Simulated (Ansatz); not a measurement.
in.yaml

```yaml
crystal:
  periodic: [false, false, false]
  atoms:
    - {symbol: C, position_ang: [0.000000, -0.455922, 1.539155]}
    - {symbol: Si, position_ang: [0.000000, 0.398384, -0.014871]}
    - {symbol: C, position_ang: [0.000000, -0.475649, -1.504382]}
basis:
  gaussian: {orbitals: cc-pVDZ}
total_charge: 1
magnetization: {spin_polarized: false, initial_magnetization: 1}
correlation: {method: mp2, electrons: outside_noble_gas}
output: {forces: true}
```

```sh
$ ansatz run in.yaml --threads 1 --pin off --events-out ev --progress --plain --max-ram 2393MiB
```

The program prints:

```
451 factors; integrals over basis functions are off by at most 8.2e-4 eV
mean field evaluation 1: about -9899.7325 eV, gradient 1.2e1 eV
mean field evaluation 2: about -9899.7383 eV, gradient 1.2e1 eV
mean field evaluation 4: about -9900.5885 eV, gradient 5.4e0 eV
mean field evaluation 8: about -9900.8985 eV, gradient 3.8e0 eV
mean field evaluation 16: about -9902.5334 eV, gradient 4.9e-3 eV
mean field evaluation 32: about -9903.0561 eV, gradient 2.7e-6 eV
mean field evaluation 64: about -9902.4715 eV, gradient 3.9e-1 eV
mean field evaluation 96: about -9903.0493 eV, gradient 3.0e-6 eV
mean field evaluation 128: about -9903.0544 eV, gradient 8.3e-2 eV
mean field evaluation 160: about -9903.0553 eV, gradient 6.7e-2 eV
mean field evaluation 192: about -9903.0514 eV, gradient 1.1e-1 eV
mean field evaluation 224: about -9901.4781 eV, gradient 3.8e0 eV
mean field evaluation 256: about -9903.0581 eV, gradient 1.5e-2 eV
mean field -9903.05611336 eV, -363.9305996335 hartree, gradient 2.0e-6 eV, S^2 0.750000; 19 other end points of the search recorded, 0 dependent functions left out
unrestricted determinant -9906.59147499 eV, -364.0605217769 hartree, S^2 3.0659
7 core orbitals not correlated: weight in the atoms' cores, before any rotation towards them, 1.000 or more for the frozen orbitals, at most 0.000 for the correlated occupied ones
reference -9903.05611336 eV, -363.9305996335 hartree; 6, 5 occupied and 33, 34 virtual orbitals, 451 factors
second order -6.66286298 eV of doubles, -0.04320520 eV of singles
the calculation of the forces begins
Total energy: -9909.76218154 eV, -364.1770430935 hartree
Atom 0 at     0.000000    -0.455922     1.539155 Å, force    -0.000000    -1.300644     1.844319 eV/Å
Atom 1 at     0.000000     0.398384    -0.014871 Å, force    -0.000000     3.025195     0.584783 eV/Å
Atom 2 at     0.000000    -0.475649    -1.504382 Å, force     0.000000    -1.724551    -2.429102 eV/Å
Dipole moment:     0.000000     0.399320     0.012470 e Å
```

Forces (eV/Å):
```
C    0.000 -1.301  1.844
Si   0.000  3.025  0.585
C    0.000 -1.725 -2.429
```

Ran on 1 thread of Arm Neoverse N1, shared host: 6.5 s wall, 0.16 GiB peak host memory.
